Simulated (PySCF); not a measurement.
A PySCF run on OH

State: ²Π (doublet), unpaired electrons π ↑.

An equivalent input (the run itself took its basis sets from the Basis Set Exchange, started from a PBE0 density and held the occupation σ 3α 3β, πx 1α 1β, πy 1α 0β):

```python
from pyscf import gto, scf, cc
mol = gto.M(atom='H 0 0 0; O 0 0 0.979', basis={'H': 'pcseg-1', 'O': 'pcseg-1'},
            charge=0, spin=1, verbose=4, symmetry='C2v')
mf = scf.UHF(mol)
mf.irrep_nelec = {'A1': (3, 3), 'B1': (1, 1), 'B2': (1, 0)}
mf.conv_tol = 1e-9
mf.max_cycle = 60
mf.diis_space = 10
mf.kernel()
mycc = cc.CCSD(mf, frozen=[[0], [0]])
mycc.run(conv_tol=1e-7, conv_tol_normt=1e-5, max_cycle=80, diis_space=8)
et = mycc.ccsd_t()
```

The SCF ended at -75.36867020 hartree. The coupled-cluster part of the log:

```
******** <class 'pyscf.cc.uccsd.UCCSD'> ********
CC2 = 0
CCSD nocc = (4, 3), nmo = (18, 18)
frozen orbitals [[0], [0]]
max_cycle = 80
direct = 0
conv_tol = 1e-07
conv_tol_normt = 1e-05
diis_space = 8
diis_start_cycle = 0
diis_start_energy_diff = 1e+09
Init t2, MP2 energy = -0.150137464543562
Init E_corr(UCCSD) = -0.150137464545798
cycle = 1  E_corr(UCCSD) = -0.160274200382873  dE = -0.0101367358  norm(t1,t2) = 0.0299801
cycle = 2  E_corr(UCCSD) = -0.162946964569882  dE = -0.00267276419  norm(t1,t2) = 0.01042
cycle = 3  E_corr(UCCSD) = -0.164261183074987  dE = -0.00131421851  norm(t1,t2) = 0.00484919
cycle = 4  E_corr(UCCSD) = -0.164301714891692  dE = -4.05318167e-05  norm(t1,t2) = 0.0014019
cycle = 5  E_corr(UCCSD) = -0.164279931359407  dE = 2.17835323e-05  norm(t1,t2) = 0.00065259
cycle = 6  E_corr(UCCSD) = -0.164294438630039  dE = -1.45072706e-05  norm(t1,t2) = 0.000224088
cycle = 7  E_corr(UCCSD) = -0.164293014782053  dE = 1.42384799e-06  norm(t1,t2) = 6.46301e-05
cycle = 8  E_corr(UCCSD) = -0.164292779716119  dE = 2.35065934e-07  norm(t1,t2) = 1.84599e-05
cycle = 9  E_corr(UCCSD) = -0.164292842539394  dE = -6.28232749e-08  norm(t1,t2) = 4.45378e-06
UCCSD converged
E(UCCSD) = -75.5329630406857  E_corr = -0.1642928425393936
UCCSD(T) correction = -0.00167035471348205
```

T1 diagnostic 0.006, D1 0.013, 7 electrons correlated.

Repeating this along the bond gives Re = 0.979 Å and ωe = 3732 cm⁻¹.

A point of this curve took 0.26 CPU seconds beside 0.0092 for the integrals, on Arm Neoverse N1 (shared host).

Correlated steps freeze 1 core orbital. The state was picked by a PBE0 search and need not be the measured ground state.
